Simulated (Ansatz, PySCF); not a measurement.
This PySCF input computes a SVWN5/def2-TZVPD energy:

```python
from pyscf import gto, scf, dft

mol = gto.M(
    atom='''
    Cl   -0.00000000   -0.00000000   -0.47382943
    O     0.00000000    0.00000000    1.00688754
    ''',
    basis='def2-tzvpd',
    charge=1,
    spin=2,
    symmetry='C2v',
    verbose=4,
)

mf = dft.UKS(mol, xc='svwn').density_fit(auxbasis='def2-universal-jkfit')
mf.grids.level = 3
mf.conv_tol = 1e-9
mf.max_cycle = 100
mf.max_memory = 1500
mf.kernel()
if not mf.converged:
    mf = mf.newton()
    mf.kernel(mf.make_rdm1())
mf.analyze()
```

Write an input for the same energy in Ansatz (an electronic-structure program) and say what it gives.


Ansatz 0.2 input:
```yaml
crystal:
  periodic: [false, false, false]
  atoms:
    - {symbol: Cl, position_ang: [-0.00000000, -0.00000000, -0.47382943]}
    - {symbol: O, position_ang: [0.00000000, 0.00000000, 1.00688754]}
basis:
  gaussian:
    orbitals: def2-TZVPD
hamiltonian:
  xc: {name: SVWN5}
total_charge: 1
magnetization: {spin_polarized: true, initial_magnetization: 2}
output: {forces: true}
```
It gives -532.94800 Eh, and PySCF -532.94802 Eh, a difference of 0.02 mEh, from the treatment of integrals and grids.
